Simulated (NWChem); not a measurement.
# CH₂ cation, doublet

```xyz
3

C     -0.0937    -0.0172     0.0000
H      0.2658     0.0487    -1.0358
H      0.2658     0.0487     1.0358
```
Atoms are numbered in this order, from 1.

All runs: NWChem. Spin-unrestricted. Coordinates come from a PBE0-D3(BJ)/def2-TZVP, spin-unrestricted optimisation. No stability test was run on the SCF state. Level: B3LYP/def2-SVP with SMD (1 M gas to 1 M solution), gas-phase geometry. Reactions with the solvent are ignored.

```csv
solvent,dielectric constant,solvation free energy (kcal/mol),cavity-dispersion-structure term (kcal/mol)
water,78.4,-82.6,5.0
methanol,32.6,___,4.0
ethylene glycol,40.2,-80.8,5.6
acetonitrile,35.7,-82.8,3.4
1-propanol,20.5,-80.3,4.0
2-propanol,19.3,-80.1,4.0
dichloromethane,8.93,-75.7,3.0
```

Question: What belongs in the gaps?

Answer: 
- methanol, solvation free energy (kcal/mol): -81.9
